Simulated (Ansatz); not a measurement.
Basis-set series for `CSC(=O)O`. Total charge 0; spin multiplicity 1. All single points use the PBE0-D4/def2-TZVP geometry. It is one conformer, not always the lowest.

```json
{"functional": "PBE0-D4", "basis": "def2-SVP", "functions": "94", "energy (Eh)": "-626.59551", "HOMO (eV)": "-7.31", "LUMO (eV)": "0.45"}
{"functional": "PBE0-D4", "basis": "def2-QZVPP", "functions": "418", "energy (Eh)": "-627.02842", "HOMO (eV)": "-7.47", "LUMO (eV)": "0.03"}
{"functional": "ωB97M-V", "basis": "def2-SVP", "functions": "94", "energy (Eh)": "-626.87486", "HOMO (eV)": "-9.47", "LUMO (eV)": "2.83"}
{"functional": "ωB97M-V", "basis": "def2-QZVPP", "functions": "418", "energy (Eh)": "-627.31418", "HOMO (eV)": "-9.66", "LUMO (eV)": "1.45"}
```

(1) Give the rows for def2-TZVPP. (An estimate is asked.)

Answers

(1) Computed: 
| functional | basis | functions | energy (Eh) | HOMO (eV) | LUMO (eV) |
| --- | --- | --- | --- | --- | --- |
| PBE0-D4 | def2-TZVPP | 222 | -627.00389 | -7.44 | 0.14 |
| ωB97M-V | def2-TZVPP | 222 | -627.29072 | -9.62 | 2.03 |

Positive LUMOs are unbound and depend on the basis.
